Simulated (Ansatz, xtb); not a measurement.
Species: C₂H₄Cl, net charge 0, doublet state. It need not be the lowest isomer of its formula. 
Geometry from a B3LYP-D3(BJ)/def2-TZVP (Ansatz, a program for electronic structure) optimisation:
```
C
H 1 1.0912
H 1 1.0933 2 108.56
H 1 1.0987 2 107.78 3 -115.43
C 1 1.4786 2 109.97 4 -122.43
H 5 1.0789 1 123.97 2 25.15
Cl 5 1.7172 6 114.58 1 -163.45
```
Charge 0, spin multiplicity 2.

Harmonic wavenumbers from GFN2-xTB (xtb, at its own minimum), cm⁻¹: 104, 314, 385, 741, 1000, 1036, 1134, 1235, 1392, 1452, 1463, 2877, 3014, 3023, 3106.

**Question.** Give the harmonic wavenumbers at B3LYP-D3(BJ)/def2-TZVP (Ansatz, finite differences of forces, unscaled).

**Answer.** 138, 297, 364, 727, 1003, 1040, 1116, 1297, 1410, 1461, 1480, 2974, 3044, 3097, 3218 cm⁻¹. Zero-point energy 32.4 kcal/mol.

**Question.** From these and the geometry, give the ideal-gas thermochemistry at 298.15 K and 1 atm (rigid rotor, harmonic oscillator).

**Answer.** Point group C1, rotational symmetry number 1. Rotational constants 42.68, 5.503, 5.031 GHz. S(trans) 38.36, S(rot) 23.12, S(vib) 5.96, S(elec, spin only) 1.38, S 68.8 cal/(mol K). H(298) - H(0) 3.41 kcal/mol; G - E(el) 15.3 kcal/mol.
